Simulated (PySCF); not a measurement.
Vibration and rotation of AlB⁺

UHF-CCSD(T) constants of AlB⁺, ²Σ⁺ (doublet), unpaired electrons σ ↑ (PySCF, no relativity, basis sets Al def2-SVPD, B def2-SVPD; masses 26.9815 and 11.0093 u):

| Property | Result |
| --- | --- |
| ωe | 234.0 cm⁻¹ |
| ωexe | 3.63 cm⁻¹ |
| Be | 0.28738 cm⁻¹ |
| αe | 0.00557 cm⁻¹ |
| De to Al⁺ + B | 0.69 eV |

Q: What force constant and bond length do these constants imply?

A: Reduced mass μred = 7.8189 u; k = 5.8918×10⁻⁷·μred·ωe² (u, cm⁻¹, mdyn/Å) = 0.252 mdyn/Å; Re = √(16.8576/(μred·Be)) (u, cm⁻¹, Å) = 2.739 Å.

Q: Estimate the centrifugal constant D from the Kratzer relation and find the Dunham coefficient a1.

A: D = 4Be³/ωe² = 1.73e-06 cm⁻¹; a1 = −1 − αeωe/(6Be²) = -3.63.

Correlated steps freeze 6 core orbitals. Correlated levels converge slowly with the basis: in double zeta they bind strong bonds too weakly, by up to about 1 eV, and carry superposition errors of some tenths. For an ion De counts to the pair picked by the measured ionisation energies or electron affinities, which need not be the lowest pair at this level. The state was picked by a PBE0 search and need not be the measured ground state.
